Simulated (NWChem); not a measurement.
System: dichloromethane (CH$_{2}$Cl$_{2}$); SMILES ClCCl

Here is an NWChem input.

```
start job
memory heap 200 mb stack 900 mb global 1100 mb
geometry units angstroms
  Cl     1.494325     0.000000     0.212013
  C      0.000000     0.000000    -0.763738
  Cl    -1.494325     0.000000     0.212013
  H      0.000000     0.909676    -1.390204
  H      0.000000    -0.909676    -1.390204
end
basis spherical
  * library sto-3g
end
dft
  xc hfexch
  iterations 150
end
driver
  maxiter 120
end
task dft optimize
task dft freq
```

Output (shortened):

```
             Northwest Computational Chemistry Package (NWChem) 7.3.0
             --------------------------------------------------------

 C2V symmetry detected

                             Geometry "geometry" -> ""
                             -------------------------

 Output coordinates in angstroms (scale by  1.889725989 to convert to a.u.)

  No.       Tag          Charge          X              Y              Z
 ---- ---------------- ---------- -------------- -------------- --------------
    1 Cl                  17.0000     1.49432500     0.00000000     0.21568905
    2 C                    6.0000     0.00000000     0.00000000    -0.76006195
    3 Cl                  17.0000    -1.49432500     0.00000000     0.21568905
    4 H                    1.0000     0.00000000     0.90967600    -1.38652795
    5 H                    1.0000     0.00000000    -0.90967600    -1.38652795

 Effective nuclear repulsion energy (a.u.)     132.8678576092

      Symmetry information
      --------------------

 Group name             C2v
 Group number             16
 Group order               4
 No. of unique centers     3

                                Z-matrix (autoz)
                                --------

 Units are Angstrom for bonds and degrees for angles

      Type          Name      I     J     K     L     M      Value
      ----------- --------  ----- ----- ----- ----- ----- ----------
    1 Stretch                  1     2                       1.78468
    2 Stretch                  2     3                       1.78468
    3 Stretch                  2     4                       1.10452
    4 Stretch                  2     5                       1.10452
    5 Bend                     1     2     3               113.71325
    6 Bend                     1     2     4               108.06521
    7 Bend                     1     2     5               108.06521
    8 Bend                     3     2     4               108.06521
    9 Bend                     3     2     5               108.06521
   10 Bend                     4     2     5               110.89201

  xc_inp: hfexch multiplicative factor not found.

                           NWChem Geometry Optimization
                           ----------------------------

[...]

      ----------------------
      Optimization converged
      ----------------------

  Step       Energy      Delta E   Gmax     Grms     Xrms     Xmax
  ---- ---------------- -------- -------- -------- -------- --------
@    3    -947.71331498 -4.5D-07  0.00000  0.00000  0.00076  0.00133
                                     ok       ok       ok       ok

                                Z-matrix (autoz)
                                --------

 Units are Angstrom for bonds and degrees for angles

      Type          Name      I     J     K     L     M      Value     Gradient
      ----------- --------  ----- ----- ----- ----- ----- ---------- ----------
    1 Stretch                  1     2                       1.80353    0.00000
    2 Stretch                  2     3                       1.80353    0.00000
    3 Stretch                  2     4                       1.09325    0.00000
    4 Stretch                  2     5                       1.09325    0.00000
    5 Bend                     1     2     3               112.66845    0.00000
    6 Bend                     1     2     4               108.37490    0.00000
    7 Bend                     1     2     5               108.37490    0.00000
    8 Bend                     3     2     4               108.37490    0.00000
    9 Bend                     3     2     5               108.37490    0.00000
   10 Bend                     4     2     5               110.68678   -0.00000

                         Geometry "geometry" -> "geometry"
                         ---------------------------------

 Output coordinates in angstroms (scale by  1.889725989 to convert to a.u.)

[...]

 Rotational Constants
 --------------------
 A=   1.043925 cm-1  (  1.501941 K)
 B=   0.105883 cm-1  (  0.152339 K)
 C=   0.097954 cm-1  (  0.140931 K)

 Temperature                      =   298.15K
 frequency scaling parameter      =   1.0000

 Zero-Point correction to Energy  =   21.563 kcal/mol  (  0.034362 au)
 Thermal correction to Energy     =   23.691 kcal/mol  (  0.037754 au)
 Thermal correction to Enthalpy   =   24.283 kcal/mol  (  0.038698 au)

 Total Entropy                    =   64.062 cal/mol-K
   - Translational                =   39.179 cal/mol-K (mol. weight =  83.9534)
   - Rotational                   =   23.126 cal/mol-K (symmetry #  =        2)
   - Vibrational                  =    1.756 cal/mol-K

 Cv (constant volume heat capacity) =    9.147 cal/mol-K
   - Translational                  =    2.979 cal/mol-K
   - Rotational                     =    2.979 cal/mol-K
   - Vibrational                    =    3.188 cal/mol-K

[normal modes left out]

 ----------------------------------------------------------------------------
 Normal Eigenvalue ||           Projected Infra Red Intensities
  Mode   [cm**-1]  || [atomic units] [(debye/angs)**2] [(KM/mol)] [arbitrary]
 ------ ---------- || -------------- ----------------- ---------- -----------
    1       -0.000 ||    0.000674           0.016         0.657       0.507
    2       -0.000 ||    0.000626           0.014         0.610       0.471
    3       -0.000 ||    0.001103           0.025         1.075       0.831
    4        0.000 ||    0.001016           0.023         0.990       0.765
    5        0.000 ||    0.000000           0.000         0.000       0.000
    6        0.000 ||    0.011724           0.270        11.429       8.831
    7      308.114 ||    0.003729           0.086         3.635       2.808
    8      857.871 ||    0.026227           0.605        25.568      19.755
    9     1007.286 ||    0.001319           0.030         1.286       0.994
   10     1010.056 ||    0.080016           1.846        78.004      60.270
   11     1348.818 ||    0.000000           0.000         0.000       0.000
   12     1498.562 ||    0.064435           1.487        62.815      48.534
   13     1716.578 ||    0.000299           0.007         0.291       0.225
   14     3603.131 ||    0.003639           0.084         3.547       2.741
   15     3739.978 ||    0.004339           0.100         4.230       3.268
 ----------------------------------------------------------------------------
```

Level: Hartree-Fock/STO-3G.
